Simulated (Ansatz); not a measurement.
Molecule (SMILES): [CH]=C=O, doublet.
Atoms: C1, C2, H3, O4. Bonds: C1-C2, C1-H3, C2-O4.

Basis-set convergence of the optimised C1-C2 bond length at PBE0 with Ansatz (an electronic-structure program). Cartesian d functions, on some or all atoms, in 6-31G*, 6-31+G*; all else is spherical. The program fits the integrals of some runs and decomposes those of others, by size. Open shells are unrestricted. No added dispersion term, no relativity. Reference: the value in def2-QZVPPD, 1.2877 Å, itself unsure by roughly 0.0003 Å (its mean distance from pcseg-3, def2-QZVPP, cc-pVQZ). Deviations are taken from unrounded values.

```tsv
basis	functions	optimised C1-C2 bond length (Å)
6-31G*	47	1.2926
6-31+G*	59	1.2932
cc-pVDZ	47	1.3019
aug-cc-pVDZ	78	1.3033
def2-SVP	47	1.2884
def2-SVPD	71	1.2936
pcseg-1	47	1.2916
aug-pcseg-1	78	1.2987
6-311G**	60	1.2859
6-311+G**	72	1.2857
def2-TZVP	99	1.2878
def2-TZVPD	123	1.2887
cc-pVTZ	104	1.2877
aug-cc-pVTZ	161	1.2882
pcseg-2	104	1.2847
aug-pcseg-2	161	1.2869
def2-TZVPP	107	1.2882
def2-TZVPPD	131	1.2888
def2-QZVPP	201	1.2874
def2-QZVPPD	225	1.2877
```

What the diffuse functions change, pair by pair:
- 6-31G* to 6-31+G*: 12 more functions, deviation 0.0049 to 0.0055 Å
- cc-pVDZ to aug-cc-pVDZ: 31 more functions, deviation 0.0142 to 0.0156 Å
- def2-SVP to def2-SVPD: 24 more functions, deviation 0.0007 to 0.0059 Å
- pcseg-1 to aug-pcseg-1: 31 more functions, deviation 0.0039 to 0.0110 Å
- 6-311G** to 6-311+G**: 12 more functions, deviation -0.0018 to -0.0020 Å
- def2-TZVP to def2-TZVPD: 24 more functions, deviation 0.0001 to 0.0010 Å
- cc-pVTZ to aug-cc-pVTZ: 57 more functions, deviation 0.0000 to 0.0005 Å
- pcseg-2 to aug-pcseg-2: 57 more functions, deviation -0.0030 to -0.0008 Å
- def2-TZVPP to def2-TZVPPD: 24 more functions, deviation 0.0005 to 0.0011 Å
- def2-QZVPP to def2-QZVPPD: 24 more functions, deviation -0.0003 to 0.0000 Å

Leaving out the reference's own pair, they bring the value nearer the reference by more than 0.0003 Å in 1 of 9 pairs.
